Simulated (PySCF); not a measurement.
**Static response to an electric field**

Compound: dichlorosilane, Cl2H2Si.
Atom-mapped SMILES: `[Cl:1][SiH2:2][Cl:3]` (hydrogens: H4, H5 on Si2)

Geometry (GFN2-xTB, Å), atoms numbered from 1 in this order:
```xyz
5
Cl2H2Si angstrom
Cl    -1.6186    1.0524   -0.0476
Si    -0.0012   -0.1390    0.0037
Cl     1.6649    0.9823   -0.0608
H     -0.0121   -0.8868    1.2517
H     -0.0244   -1.0060   -1.1642
```

Level: B3LYP/def2-SVPD (PySCF), static field, nuclei fixed, core orbitals frozen in the response. The polarisability tensor in these axes (au):

```
x   61.38 -0.22 -0.07
y   -0.22 50.99 -0.28
z   -0.07 -0.28 45.44
```

Problem. What are the eigenvalues, a third of the trace, and Δα (Δα² = ½Σ(αi − αj)² over the three pairs)?

Solution. Principal values 45.42, 51.00 and 61.39 au; mean 52.60 au = 7.80 Å³ = 8.67 × 10⁻⁴⁰ C²·m²/J; Δα = 14.04 au (27 % of the mean).

Problem. What is the dipole moment, and where does it point?

Solution. (-0.02, -1.16, 0.06) D, 1.16 D in size, pointing from the negative to the positive side. Measured along this direction, the outermost atoms are Cl1 and Cl3 at the negative end and H4 and H5 at the positive end.

Problem. Give the principal axes and the span of the nuclei along them.

Solution. Largest value along (1.00, -0.02, 0.00), where the nuclei span 3.28 Å; middle along (0.02, 1.00, -0.05), 1.97 Å; least along (0.01, 0.05, 1.00), 2.42 Å. The strongest response lies along the longest span, while the other two are in reverse order.

Problem. What would n − 1 = 2πNα be for an ideal gas of these molecules at 500 K and 1 atm, electronic part alone?

Solution. N = p/kT = 1.4678 × 10¹⁹ cm⁻³, so n − 1 = 2π × N × 7.80 × 10⁻²⁴ cm³ = 719 × 10⁻⁶ at long wavelengths.

Problem. Sum over states: ᾱ = Σ f/ω², ω in Eh. What share falls to these 8 lowest TDDFT singlets (eV, f)? 7.49, 0.0119; 7.60, 0.0000; 7.99, 0.0324; 8.07, 0.0243; 8.14, 0.0000; 8.15, 0.0068; 8.33, 0.0265; 8.37, 0.0286.

Solution. They add up to 1.47 au, 2.8 % of the 52.60 au; the largest single term is 0.38 au, from the state at 7.99 eV. Terms in order: 0.16, 0.00, 0.38, 0.28, 0.00, 0.08, 0.28, 0.30 au. Higher excitations give the rest. The strengths listed sum to 0.131.

Problem. How large is μ²/3kT at 350 K beside α?

Solution. In Gaussian units μ²/3kT = 9.36 Å³ against 7.80 Å³, a ratio of 1.20; the Debye molar polarisation (4π/3)N_A(α + μ²/3kT) is 43.3 cm³/mol, leaving out the vibrational part.

Geometry: GFN2-xTB; no solvent, vibrations or thermal averaging.

The run behind these numbers computed excited states as well. Time: 3.0 s of wall time. Hardware: x86-64 server, one thread, shared host.
